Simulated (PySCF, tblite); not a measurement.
# C₂HF: deprotonation, part 1 of 2

Aim: compute the deprotonation of C₂HF (`C#CF`).

Computed with tblite 0.8.0 and PySCF 2.14.0 and routines of our own; the level stands in each step. Atoms count from 0.

## (1) The system as given

4 atoms, charge 0, multiplicity 1; geometry from: start built from the parent or by distance geometry.

## (2) Geometry optimisation with GFN2-xTB

What the job is given:

```
{"job": {"kind": "relax", "xc": "GFN2-xTB", "basis": "xTB"}, "charge": 0, "multiplicity": 1}
C     -0.629800     0.022000    -0.020100
C      0.499100    -0.013000    -0.392900
F      1.817800    -0.071900    -0.772500
H     -1.666600     0.072500     0.268100
```

Command:

```console
> OMP_NUM_THREADS=1 python redox_run.py task.json out
```

One launch serves the whole session: the jobs run in the order shown.

Output:

```text
step      E/eV     max force
  0    -256.36105    3.457
  1    -256.33089    6.409
  2    -256.52703    0.968
  3    -256.54018    0.347
  4    -256.54266    0.097
  5    -256.54280    0.037
  6    -256.54283    0.032
  7    -256.54306    0.059
  8    -256.54317    0.042
  9    -256.54319    0.013
 10    -256.54320    0.005
```

Wall time 0.02 s (1 thread of Arm Neoverse V2, shared host).

The steps of the relaxation: (the energy doesn't fall at every step)

| step | energy from step 0 (eV) | largest force (eV/Å) |
| --- | --- | --- |
| 0 | 0.0000 | 3.4571 |
| 1 | 0.0302 | 6.4090 |
| 2 | -0.1660 | 0.9677 |
| 3 | -0.1791 | 0.3467 |
| 4 | -0.1816 | 0.0973 |
| 5 | -0.1818 | 0.0366 |
| 6 | -0.1818 | 0.0316 |
| 7 | -0.1820 | 0.0587 |
| 8 | -0.1821 | 0.0424 |
| 9 | -0.1821 | 0.0132 |
| 10 | -0.1822 | 0.0052 |

Close pairs (by a distance rule), those that changed most:

| bond | before (Å) | after (Å) | change (Å) |
| --- | --- | --- | --- |
| C1–F2 | 1.374 | 1.283 | -0.090 |
| C0–H3 | 1.077 | 1.046 | -0.031 |
| C0–C1 | 1.189 | 1.192 | +0.003 |

The final coordinates are the input of the step that follows.

## (3) Harmonic vibrations with GFN2-xTB

What the job is given:

```
{"job": {"kind": "ir", "xc": "GFN2-xTB", "basis": "xTB"}, "charge": 0, "multiplicity": 1}
C     -0.621687     0.027314    -0.038895
C      0.518984    -0.018547    -0.383520
F      1.746120    -0.067645    -0.755933
H     -1.622949     0.068423     0.261000
```

Output:

```text
mode    cm-1     km/mol
  1     266.2     18.21
  2     266.3     18.21
  3     626.5     14.63
  4     626.6     14.64
  5    1052.9    121.58
  6    2377.1    160.60
  7    3429.2     53.29
ZPE 51.708  H(298)-E 63.666  G(298)-E -6.520 kJ/mol  S 235.40 J/(mol K)
```

Run time: 0.05 s. Hardware: 1 thread of Arm Neoverse V2, shared host.

The strongest bands and the atoms that carry them (share of the mass-weighted mode):

| cm⁻¹ | km/mol | atoms |
| --- | --- | --- |
| 266 | 18.2 | C1 67 %, C0 23 % |
| 266 | 18.2 | C1 67 %, C0 23 % |
| 626 | 14.6 | H3 85 % |
| 627 | 14.6 | H3 85 % |
| 1053 | 121.6 | F2 55 %, C0 32 %, C1 10 % |
| 2377 | 160.6 | C1 61 %, C0 28 % |
| 3429 | 53.3 | H3 86 %, C0 13 % |

## (4) Geometry optimisation at PBE0-D3(BJ)/ma-def2-SVP

What the job is given:

```
{"job": {"xc": "PBE0", "basis": "ma-def2-SVP", "d3": "d3bj", "grid": 1, "kind": "geom"}, "charge": 0, "multiplicity": 1}
C     -0.621687     0.027314    -0.038895
C      0.518984    -0.018547    -0.383520
F      1.746120    -0.067645    -0.755933
H     -1.622949     0.068423     0.261000
```

Output:

```text
step   0  E = -176.22541675  max force = 0.036638
step   1  E = -176.22632287  max force = 0.003295
step   2  E = -176.22540829  max force = 0.012744
step   3  E = -176.22593431  max force = 0.009621
step   4  E = -176.22611378  max force = 0.005617
step   5  E = -176.22627121  max force = 0.003285
step   6  E = -176.22639395  max force = 0.000863
step   7  E = -176.22640805  max force = 0.000294
optimisation converged
```

It took 4 s on 1 thread of Arm Neoverse V2, shared host.

The steps of the relaxation: (the energy doesn't fall at every step)

| step | energy from step 0 (eV) | largest force component (eV/Å) |
| --- | --- | --- |
| 0 | 0.0000 | 1.8840 |
| 1 | -0.0247 | 0.1694 |
| 2 | 0.0002 | 0.6553 |
| 3 | -0.0141 | 0.4947 |
| 4 | -0.0190 | 0.2888 |
| 5 | -0.0233 | 0.1689 |
| 6 | -0.0266 | 0.0444 |
| 7 | -0.0270 | 0.0151 |

Distances of close pairs at the start and the end, largest changes first:

| bond | before (Å) | after (Å) | change (Å) |
| --- | --- | --- | --- |
| C0–H3 | 1.046 | 1.073 | +0.027 |
| C1–F2 | 1.283 | 1.271 | -0.013 |
| C0–C1 | 1.192 | 1.204 | +0.011 |

The final coordinates are the input of the step that follows.

| at the end point | value |
| --- | --- |
| point group (found at 0.08 Å tolerance) | Cinfv |
| rotational constants (GHz, main isotopes) | 9.709, 9.709 |
| dipole moment (D) | 0.72 |

## (5) Harmonic vibrations (C2HF): PBE0-D3(BJ)/ma-def2-SVP

What the job is given:

```
{"job": {"xc": "PBE0", "basis": "ma-def2-SVP", "d3": "d3bj", "grid": 2, "kind": "hessian"}, "charge": 0, "multiplicity": 1}
C     -0.620262     0.032477    -0.049463
C      0.535336    -0.023764    -0.382613
F      1.754740    -0.082292    -0.735012
H     -1.649988     0.081693     0.248989
```

Output:

```text
coarse grid: 3880 points
cycle   1  E = -176.1675663302  dE =  4.385e-01  |g| = 4.046e-01  |ddm| = 2.909e+00
cycle   2  E = -176.1082521240  dE =  5.931e-02  |g| = 6.176e-01  |ddm| = 8.883e-01
cycle   3  E = -176.1961728783  dE = -8.792e-02  |g| = 1.484e-01  |ddm| = 5.747e-01
cycle   4  E = -176.2016923783  dE = -5.520e-03  |g| = 3.199e-02  |ddm| = 1.332e-01
cycle   5  E = -176.2018368311  dE = -1.445e-04  |g| = 7.768e-03  |ddm| = 2.159e-02
cycle   6  E = -176.2018486785  dE = -1.185e-05  |g| = 2.016e-03  |ddm| = 9.108e-03
cycle   7  E = -176.2018496878  dE = -1.009e-06  |g| = 1.284e-04  |ddm| = 2.353e-03
final grid: 39392 points
cycle   8  E = -176.2263957101  dE = -8.485e-06  |g| = 2.405e-03  |ddm| = 3.458e-02
cycle   9  E = -176.2263955484  dE =  1.617e-07  |g| = 2.757e-03  |ddm| = 5.204e-03
cycle  10  E = -176.2263971609  dE = -1.612e-06  |g| = 6.922e-04  |ddm| = 2.543e-03
cycle  11  E = -176.2263972517  dE = -9.084e-08  |g| = 1.758e-04  |ddm| = 6.028e-04
cycle  12  E = -176.2263972583  dE = -6.529e-09  |g| = 6.751e-05  |ddm| = 1.856e-04
cycle  13  E = -176.2263972593  dE = -1.077e-09  |g| = 4.135e-06  |ddm| = 5.349e-05
cycle  14  E = -176.2263972593  dE = -4.547e-12  |g| = 5.160e-07  |ddm| = 4.393e-06
converged SCF energy = -176.2263972593

mode    cm-1
  1     441.6
  2     441.6
  3     654.6
  4     654.6
  5    1114.4
  6    2344.2
  7    3495.6
ZPE 54.709  H(298)-E 65.566  G(298)-E -2.495 kJ/mol  S 228.28 J/(mol K)
```

Run time: 8.2 s. Hardware: 1 thread of Arm Neoverse V2, shared host; peak memory 0.68 GiB.

Zero-point energy 54.71 kJ/mol (xTB gave 51.71).

## (6) Single point (C2HF): B3LYP-D3(BJ)/ma-def2-TZVP

Geometry: PBE0-D3(BJ)/ma-def2-SVP.

What the job is given:

```
{"job": {"kind": "sp", "xc": "B3LYP", "basis": "ma-def2-TZVP", "d3": "d3bj", "grid": 2}, "charge": 0, "multiplicity": 1}
C     -0.620262     0.032477    -0.049463
C      0.535336    -0.023764    -0.382613
F      1.754740    -0.082292    -0.735012
H     -1.649988     0.081693     0.248989
```

Output:

```text
coarse grid: 3880 points
cycle   1  E = -176.5815764910  dE =  4.524e-01  |g| = 4.752e-01  |ddm| = 2.072e+00
cycle   2  E = -176.5068402463  dE =  7.474e-02  |g| = 7.154e-01  |ddm| = 7.166e-01
cycle   3  E = -176.6139064170  dE = -1.071e-01  |g| = 2.098e-01  |ddm| = 4.689e-01
cycle   4  E = -176.6246509065  dE = -1.074e-02  |g| = 4.087e-02  |ddm| = 1.305e-01
cycle   5  E = -176.6248415081  dE = -1.906e-04  |g| = 1.347e-02  |ddm| = 2.538e-02
cycle   6  E = -176.6248748654  dE = -3.336e-05  |g| = 2.600e-03  |ddm| = 9.663e-03
cycle   7  E = -176.6248763315  dE = -1.466e-06  |g| = 1.668e-04  |ddm| = 2.107e-03
final grid: 39392 points
cycle   8  E = -176.6244301708  dE = -1.868e-05  |g| = 1.895e-03  |ddm| = 6.560e-02
cycle   9  E = -176.6244301570  dE =  1.377e-08  |g| = 1.718e-03  |ddm| = 3.484e-03
cycle  10  E = -176.6244307384  dE = -5.814e-07  |g| = 7.857e-04  |ddm| = 1.465e-03
cycle  11  E = -176.6244308656  dE = -1.272e-07  |g| = 2.029e-04  |ddm| = 4.956e-04
cycle  12  E = -176.6244308744  dE = -8.807e-09  |g| = 7.845e-05  |ddm| = 1.478e-04
converged SCF energy = -176.6244308744
```

Run time: 0.95 s. Hardware: 1 thread of Arm Neoverse V2, shared host.

## (7) Optimising the geometry with GFN2-xTB

This step treats C₂F−, `[C-]#CF`.

What the job is given:

```
{"job": {"kind": "relax", "xc": "GFN2-xTB", "basis": "xTB"}, "charge": -1, "multiplicity": 1}
C     -0.604000     0.026400    -0.054700
C      0.524600    -0.015100    -0.405600
F      1.772200    -0.089900    -0.731800
```

Output:

```text
step      E/eV     max force
  0    -246.03482    5.260
  1    -246.39183    2.103
  2    -246.39761    3.003
  3    -246.44007    0.145
  4    -246.44047    0.108
  5    -246.44114    0.139
  6    -246.44153    0.141
  7    -246.44176    0.061
  8    -246.44179    0.008
```

Run time: 0.02 s. Hardware: 1 thread of Arm Neoverse V2, shared host.

Along the way:

| step | energy from step 0 (eV) | largest force (eV/Å) |
| --- | --- | --- |
| 0 | 0.0000 | 5.2596 |
| 1 | -0.3570 | 2.1035 |
| 2 | -0.3628 | 3.0026 |
| 3 | -0.4052 | 0.1447 |
| 4 | -0.4057 | 0.1078 |
| 5 | -0.4063 | 0.1394 |
| 6 | -0.4067 | 0.1408 |
| 7 | -0.4069 | 0.0608 |
| 8 | -0.4070 | 0.0083 |

Close pairs (by a distance rule), those that changed most:

| bond | before (Å) | after (Å) | change (Å) |
| --- | --- | --- | --- |
| C1–F2 | 1.292 | 1.451 | +0.159 |
| C0–C1 | 1.183 | 1.213 | +0.030 |

The final coordinates are the input of the step that follows.

## (8) Infrared spectrum with GFN2-xTB

What the job is given:

```
{"job": {"kind": "ir", "xc": "GFN2-xTB", "basis": "xTB"}, "charge": -1, "multiplicity": 1}
C     -0.677399     0.035199    -0.045017
C      0.487913    -0.022536    -0.375531
F      1.882262    -0.091318    -0.771647
```

Output:

```text
mode    cm-1     km/mol
  1     380.0      6.28
  2     380.1      6.28
  3     660.5    152.13
  4    2074.4    162.15
ZPE 20.905  H(298)-E 31.651  G(298)-E -36.408 kJ/mol  S 228.27 J/(mol K)
```

Run time: 0.04 s. Hardware: 1 thread of Arm Neoverse V2, shared host.

Which atoms move in the most intense modes:

| cm⁻¹ | km/mol | atoms |
| --- | --- | --- |
| 380 | 6.3 | C1 70 %, C0 21 % |
| 380 | 6.3 | C1 70 %, C0 21 % |
| 660 | 152.1 | F2 56 %, C0 24 %, C1 20 % |
| 2074 | 162.2 | C1 52 %, C0 48 % |

## (9) Relaxing the molecule at PBE0-D3(BJ)/ma-def2-SVP

This step treats C₂F−, `[C-]#CF`.

What the job is given:

```
{"job": {"xc": "PBE0", "basis": "ma-def2-SVP", "d3": "d3bj", "grid": 1, "kind": "geom"}, "charge": -1, "multiplicity": 1}
C     -0.677399     0.035199    -0.045017
C      0.487913    -0.022536    -0.375531
F      1.882262    -0.091318    -0.771647
```

Output:

```text
step   0  E = -175.61030870  max force = 0.130164
step   1  E = -175.61880066  max force = 0.042358
step   2  E = -175.62061037  max force = 0.009225
step   3  E = -175.62099035  max force = 0.006519
step   4  E = -175.62144653  max force = 0.002372
step   5  E = -175.62145976  max force = 0.000494
step   6  E = -175.62146370  max force = 0.000397
optimisation converged
```

Wall time 2.6 s (1 thread of Arm Neoverse V2, shared host).

Relaxation path:

| step | energy from step 0 (eV) | largest force component (eV/Å) |
| --- | --- | --- |
| 0 | 0.0000 | 6.6933 |
| 1 | -0.2311 | 2.1781 |
| 2 | -0.2803 | 0.4744 |
| 3 | -0.2907 | 0.3352 |
| 4 | -0.3031 | 0.1220 |
| 5 | -0.3034 | 0.0254 |
| 6 | -0.3035 | 0.0204 |

Close pairs (by a distance rule), those that changed most:

| bond | before (Å) | after (Å) | change (Å) |
| --- | --- | --- | --- |
| C1–F2 | 1.451 | 1.328 | -0.123 |
| C0–C1 | 1.213 | 1.249 | +0.037 |

The next job starts from the end point, and lists it.

| at the end point | value |
| --- | --- |
| point group (found at 0.08 Å tolerance) | Cinfv |
| rotational constants (GHz, main isotopes) | 10.146, 10.146 |

## (10) Harmonic vibrations (C2F−): PBE0-D3(BJ)/ma-def2-SVP

What the job is given:

```
{"job": {"xc": "PBE0", "basis": "ma-def2-SVP", "d3": "d3bj", "grid": 2, "kind": "hessian"}, "charge": -1, "multiplicity": 1}
C     -0.559656     0.135082     0.183930
C      0.540640    -0.022980    -0.386235
F      1.711936    -0.190763    -0.989993
```

Output:

```text
coarse grid: 3264 points
cycle   1  E = -175.5051921544  dE =  2.918e-01  |g| = 5.551e-01  |ddm| = 2.261e+00
cycle   2  E = -175.3083067648  dE =  1.969e-01  |g| = 9.617e-01  |ddm| = 1.993e+01
cycle   3  E = -175.5848356514  dE = -2.765e-01  |g| = 2.109e-01  |ddm| = 1.928e+01
cycle   4  E = -175.5954568919  dE = -1.062e-02  |g| = 2.868e-02  |ddm| = 2.758e-01
cycle   5  E = -175.5955924591  dE = -1.356e-04  |g| = 1.389e-02  |ddm| = 6.483e-02
cycle   6  E = -175.5956321971  dE = -3.974e-05  |g| = 3.521e-03  |ddm| = 1.299e-02
cycle   7  E = -175.5956352799  dE = -3.083e-06  |g| = 5.469e-04  |ddm| = 2.183e-02
final grid: 34024 points
cycle   8  E = -175.6214689802  dE = -6.348e-06  |g| = 3.716e-03  |ddm| = 2.569e-02
cycle   9  E = -175.6214661258  dE =  2.854e-06  |g| = 5.460e-03  |ddm| = 2.691e-02
cycle  10  E = -175.6214722798  dE = -6.154e-06  |g| = 6.712e-04  |ddm| = 1.156e-02
cycle  11  E = -175.6214723774  dE = -9.753e-08  |g| = 2.278e-04  |ddm| = 7.454e-04
cycle  12  E = -175.6214723902  dE = -1.282e-08  |g| = 6.496e-05  |ddm| = 6.166e-04
cycle  13  E = -175.6214723913  dE = -1.110e-09  |g| = 4.012e-06  |ddm| = 3.056e-04
cycle  14  E = -175.6214723913  dE = -4.832e-12  |g| = 7.224e-07  |ddm| = 4.291e-05
converged SCF energy = -175.6214723913

mode    cm-1
  1     342.3
  2     342.3
  3     950.1
  4    2100.8
ZPE 22.342  H(298)-E 33.079  G(298)-E -34.898 kJ/mol  S 228.00 J/(mol K)
```

It took 5.3 s on 1 thread of Arm Neoverse V2, shared host; peak memory 0.65 GiB.

Zero-point energy 22.34 kJ/mol (xTB gave 20.91).

## (11) Single point (C₂F−): B3LYP-D3(BJ)/ma-def2-TZVP

Geometry: PBE0-D3(BJ)/ma-def2-SVP.

What the job is given:

```
{"job": {"kind": "sp", "xc": "B3LYP", "basis": "ma-def2-TZVP", "d3": "d3bj", "grid": 2}, "charge": -1, "multiplicity": 1}
C     -0.559656     0.135082     0.183930
C      0.540640    -0.022980    -0.386235
F      1.711936    -0.190763    -0.989993
```

Output:

```text
coarse grid: 3264 points
cycle   1  E = -175.9122812248  dE =  3.216e-01  |g| = 6.239e-01  |ddm| = 1.691e+00
cycle   2  E = -175.6165936776  dE =  2.957e-01  |g| = 1.117e+00  |ddm| = 6.465e+01
cycle   3  E = -175.9966545232  dE = -3.801e-01  |g| = 3.077e-01  |ddm| = 6.449e+01
cycle   4  E = -176.0176361990  dE = -2.098e-02  |g| = 4.473e-02  |ddm| = 1.993e-01
cycle   5  E = -176.0179813800  dE = -3.452e-04  |g| = 1.564e-02  |ddm| = 2.237e-01
cycle   6  E = -176.0180227376  dE = -4.136e-05  |g| = 7.203e-03  |ddm| = 4.953e-02
cycle   7  E = -176.0180342509  dE = -1.151e-05  |g| = 6.989e-04  |ddm| = 2.593e-02
cycle   8  E = -176.0180344181  dE = -1.672e-07  |g| = 7.974e-05  |ddm| = 9.259e-03
final grid: 34024 points
cycle   9  E = -176.0191864207  dE = -1.846e-05  |g| = 3.117e-03  |ddm| = 5.957e-02
cycle  10  E = -176.0191831592  dE =  3.262e-06  |g| = 5.173e-03  |ddm| = 7.218e-03
cycle  11  E = -176.0191878729  dE = -4.714e-06  |g| = 8.570e-04  |ddm| = 5.650e-03
cycle  12  E = -176.0191880200  dE = -1.471e-07  |g| = 3.735e-04  |ddm| = 9.237e-04
cycle  13  E = -176.0191880508  dE = -3.087e-08  |g| = 7.883e-05  |ddm| = 4.951e-04
cycle  14  E = -176.0191880525  dE = -1.637e-09  |g| = 7.856e-06  |ddm| = 1.506e-04
converged SCF energy = -176.0191880525
```

Run time: 0.89 s. Hardware: 1 thread of Arm Neoverse V2, shared host.

## (12) Deprotonation: B3LYP-D3(BJ)/ma-def2-TZVP

This step combines the energies above: geometries from PBE0-D3(BJ)/ma-def2-SVP, zero-point and thermal terms from PBE0-D3(BJ)/ma-def2-SVP.

What the job is given:

```
{"job": {"kind": "ac", "geom": {"xc": "PBE0", "basis": "ma-def2-SVP", "d3": "d3bj", "grid": 1}, "hess": 1, "level": {"xc": "B3LYP", "basis": "ma-def2-TZVP", "d3": "d3bj"}}, "charge": 0, "multiplicity": 1}
C     -0.620262     0.032477    -0.049463
C      0.535336    -0.023764    -0.382613
F      1.754740    -0.082292    -0.735012
H     -1.649988     0.081693     0.248989
```

Output (the driver's rows laid out field by field):

```text
deprotonation site by site, B3LYP-D3(BJ)/ma-def2-TZVP // PBE0-D3(BJ)/ma-def2-SVP

row 1
  formula                 C2F
  charge                  -1
  multiplicity            1
  smiles                  [C-]#CF
  kept                    yes
  pieces                  1
  point_group             Cinfv
  atom                    0
  element                 C
  electronic              1589.06
  enthalpy                1562.78
  free_energy             1530.38
  share_gas               1.0
```

Run time: 22 s. Hardware: 1 thread of Arm Neoverse V2, shared host.

Energy needed to remove a proton (kJ/mol, gas phase, 298 K for the thermal columns):

| site | product | electronic | enthalpy | free energy |
| --- | --- | --- | --- | --- |
| C0 | [C-]#CF | 1589.1 | 1562.8 | 1530.4 |

## (13) Single point (C2HF): wavefunction

Geometry: PBE0-D3(BJ)/ma-def2-SVP.

What the job is given:

```
{"job": {"kind": "sp", "xc": "CCSD(T)", "basis": "ma-def2-TZVP", "grid": 2}, "charge": 0, "multiplicity": 1}
C     -0.620262     0.032477    -0.049463
C      0.535336    -0.023764    -0.382613
F      1.754740    -0.082292    -0.735012
H     -1.649988     0.081693     0.248989
```

Level: wavefunction single point, frozen core, gas phase.

Output:

```text
final grid: 39392 points
cycle   1  E = -175.6714703811  dE =  5.585e-01  |g| = 4.531e-01  |ddm| = 1.960e+00
cycle   2  E = -175.7090542439  dE = -3.758e-02  |g| = 2.312e-01  |ddm| = 4.725e-01
cycle   3  E = -175.7193138668  dE = -1.026e-02  |g| = 5.775e-02  |ddm| = 2.096e-01
cycle   4  E = -175.7203134273  dE = -9.996e-04  |g| = 1.721e-02  |ddm| = 6.562e-02
cycle   5  E = -175.7203950600  dE = -8.163e-05  |g| = 5.208e-03  |ddm| = 1.789e-02
cycle   6  E = -175.7204020578  dE = -6.998e-06  |g| = 1.959e-03  |ddm| = 4.765e-03
cycle   7  E = -175.7204034426  dE = -1.385e-06  |g| = 4.213e-04  |ddm| = 2.554e-03
cycle   8  E = -175.7204035206  dE = -7.795e-08  |g| = 8.150e-05  |ddm| = 6.726e-04
cycle   9  E = -175.7204035237  dE = -3.121e-09  |g| = 1.821e-05  |ddm| = 1.678e-04
converged SCF energy = -175.7204035237
E(HF, exact integrals) = -175.7204632853
E(MP2) = -176.2668388812
E(CCSD) = -176.2745264174
E(CCSD(T)) = -176.2982363367
T1 diagnostic = 0.0136
```

It took 35 s on 1 thread of Arm Neoverse V2, shared host; peak memory 0.93 GiB.

## (14) Single point (C2F−): wavefunction

Geometry: PBE0-D3(BJ)/ma-def2-SVP.

What the job is given:

```
{"job": {"kind": "sp", "xc": "CCSD(T)", "basis": "ma-def2-TZVP", "grid": 2}, "charge": -1, "multiplicity": 1}
C     -0.559656     0.135082     0.183930
C      0.540640    -0.022980    -0.386235
F      1.711936    -0.190763    -0.989993
```

With the program's defaults for keys left out, this is: wavefunction single point, frozen core, gas phase.

Output:

```text
final grid: 34024 points
cycle   1  E = -175.0414294028  dE =  2.767e-01  |g| = 4.695e-01  |ddm| = 1.582e+00
cycle   2  E = -175.0806543999  dE = -3.922e-02  |g| = 3.234e-01  |ddm| = 7.416e-01
cycle   3  E = -175.1053365873  dE = -2.468e-02  |g| = 6.514e-02  |ddm| = 3.064e-01
cycle   4  E = -175.1078939261  dE = -2.557e-03  |g| = 3.238e-02  |ddm| = 1.600e-01
cycle   5  E = -175.1083812287  dE = -4.873e-04  |g| = 1.025e-02  |ddm| = 8.054e-02
cycle   6  E = -175.1084519927  dE = -7.076e-05  |g| = 3.096e-03  |ddm| = 4.029e-02
cycle   7  E = -175.1084570633  dE = -5.071e-06  |g| = 7.910e-04  |ddm| = 1.058e-02
cycle   8  E = -175.1084573932  dE = -3.299e-07  |g| = 1.859e-04  |ddm| = 1.789e-03
cycle   9  E = -175.1084574146  dE = -2.137e-08  |g| = 4.439e-05  |ddm| = 7.297e-04
cycle  10  E = -175.1084574160  dE = -1.463e-09  |g| = 1.095e-05  |ddm| = 2.160e-04
converged SCF energy = -175.1084574160
E(HF, exact integrals) = -175.1085523310
E(MP2) = -175.6646700473
E(CCSD) = -175.6683424319
E(CCSD(T)) = -175.6950108815
T1 diagnostic = 0.0174
```

It took 29 s on 1 thread of Arm Neoverse V2, shared host; peak memory 0.86 GiB.

## (15) Deprotonation: CCSD(T)/ma-def2-TZVP

This step combines the energies above: geometries from PBE0-D3(BJ)/ma-def2-SVP, zero-point and thermal terms from PBE0-D3(BJ)/ma-def2-SVP.

What the job is given:

```
{"job": {"kind": "ac", "geom": {"xc": "PBE0", "basis": "ma-def2-SVP", "d3": "d3bj", "grid": 1}, "hess": 1, "level": {"xc": "CCSD(T)", "basis": "ma-def2-TZVP"}}, "charge": 0, "multiplicity": 1}
C     -0.620262     0.032477    -0.049463
C      0.535336    -0.023764    -0.382613
F      1.754740    -0.082292    -0.735012
H     -1.649988     0.081693     0.248989
```

Output (the driver's rows laid out field by field):

```text
deprotonation site by site, CCSD(T)/ma-def2-TZVP // PBE0-D3(BJ)/ma-def2-SVP

row 1
  formula                 C2F
  charge                  -1
  multiplicity            1
  smiles                  [C-]#CF
  kept                    yes
  pieces                  1
  point_group             Cinfv
  atom                    0
  element                 C
  electronic              1583.77
  enthalpy                1557.48
  free_energy             1525.08
  share_gas               1.0
```

Wall time 65 s (1 thread of Arm Neoverse V2, shared host); peak memory 0.86 GiB.

Energy needed to remove a proton (kJ/mol, gas phase, 298 K for the thermal columns):

| site | product | electronic | enthalpy | free energy |
| --- | --- | --- | --- | --- |
| C0 | [C-]#CF | 1583.8 | 1557.5 | 1525.1 |

## (16) Single point (C2HF): wavefunction

Geometry: PBE0-D3(BJ)/ma-def2-SVP.

What the job is given:

```
{"job": {"kind": "sp", "xc": "MP2", "basis": "ma-def2-TZVP", "grid": 2}, "charge": 0, "multiplicity": 1}
C     -0.620262     0.032477    -0.049463
C      0.535336    -0.023764    -0.382613
F      1.754740    -0.082292    -0.735012
H     -1.649988     0.081693     0.248989
```

Level: wavefunction single point, frozen core, gas phase.

Output:

```text
final grid: 39392 points
cycle   1  E = -175.6714703811  dE =  5.585e-01  |g| = 4.531e-01  |ddm| = 1.960e+00
cycle   2  E = -175.7090542439  dE = -3.758e-02  |g| = 2.312e-01  |ddm| = 4.725e-01
cycle   3  E = -175.7193138668  dE = -1.026e-02  |g| = 5.775e-02  |ddm| = 2.096e-01
cycle   4  E = -175.7203134273  dE = -9.996e-04  |g| = 1.721e-02  |ddm| = 6.562e-02
cycle   5  E = -175.7203950600  dE = -8.163e-05  |g| = 5.208e-03  |ddm| = 1.789e-02
cycle   6  E = -175.7204020578  dE = -6.998e-06  |g| = 1.959e-03  |ddm| = 4.765e-03
cycle   7  E = -175.7204034426  dE = -1.385e-06  |g| = 4.213e-04  |ddm| = 2.554e-03
cycle   8  E = -175.7204035206  dE = -7.795e-08  |g| = 8.150e-05  |ddm| = 6.726e-04
cycle   9  E = -175.7204035237  dE = -3.121e-09  |g| = 1.821e-05  |ddm| = 1.678e-04
converged SCF energy = -175.7204035237
E(HF, exact integrals) = -175.7204632853
E(MP2) = -176.2668389363
```

Run time: 1.7 s. Hardware: 1 thread of Arm Neoverse V2, shared host.

(Continued in part 2 of 2.)
